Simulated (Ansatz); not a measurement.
# Pd4: the cost of one run

Method: the settings change from run to run; program: Ansatz 0.2.0, Gaussian basis.

2 further runs of the same task are left out: 2 set aside as unsound or not needed. Runs told in other sessions of the task aren't counted.

## 1. The molecule

The structure was relaxed beforehand with PBE-D4/def2-SVPD. Pd takes a core potential in def2 sets; no spin-orbit term is included.

4 atoms, charge -1, spin multiplicity 2.

Atoms are counted from 1 here; the program's logs count them from 0.

Bond lengths: Pd1–Pd2 2.626 Å, Pd1–Pd3 2.708 Å, Pd1–Pd4 2.626 Å, Pd2–Pd3 2.626 Å, Pd2–Pd4 2.708 Å, Pd3–Pd4 2.627 Å. Angles: Pd2–Pd1–Pd3 59.0°, Pd2–Pd1–Pd4 62.1°, Pd3–Pd1–Pd4 59.0°, Pd1–Pd2–Pd3 62.1°, Pd1–Pd2–Pd4 59.0°, Pd3–Pd2–Pd4 59.0°, Pd1–Pd3–Pd2 59.0°, Pd1–Pd3–Pd4 59.0°, Pd2–Pd3–Pd4 62.1°, Pd1–Pd4–Pd2 59.0°, Pd1–Pd4–Pd3 62.1°, Pd2–Pd4–Pd3 59.0°.

As a file:

```
Pd    0.8903    1.3429   -0.2098
Pd    0.7726   -1.2275   -0.7325
Pd   -1.4823    0.1165   -0.6562
Pd   -0.1806   -0.2320    1.5984
```

## 2. r2SCAN50/def2-TZVPD

Set apart from the defaults: a point charge of 0.50 e beside it, D3(BJ) dispersion.

File in.yaml:

```yaml
crystal:
  periodic: [false, false, false]
  atoms:
    - {symbol: Pd, position_ang: [0.890274, 1.342925, -0.209758]}
    - {symbol: Pd, position_ang: [0.772565, -1.227456, -0.732456]}
    - {symbol: Pd, position_ang: [-1.482282, 0.116510, -0.656196]}
    - {symbol: Pd, position_ang: [-0.180557, -0.231969, 1.598409]}
basis:
  gaussian: {orbitals: def2-TZVPD, point_charges: [{charge: 0.50, position_ang: [3.728, 0.518, -0.292]}]}
total_charge: -1
magnetization: {spin_polarized: true, initial_magnetization: 1}
hamiltonian: {xc: {name: r2SCAN50}, dispersion: d3bj}
scf: {omitted_lower_state_checks: [starts]}
output: {forces: true}
```

The run is started by

```
ansatz run in.yaml --threads 4 --pin off --events-out ev --progress --plain --max-ram 3916MiB
```

What time and memory should one allow on 4 threads of Arm Neoverse V2, shared host?

About 58 s, with a peak of 0.97 GiB.
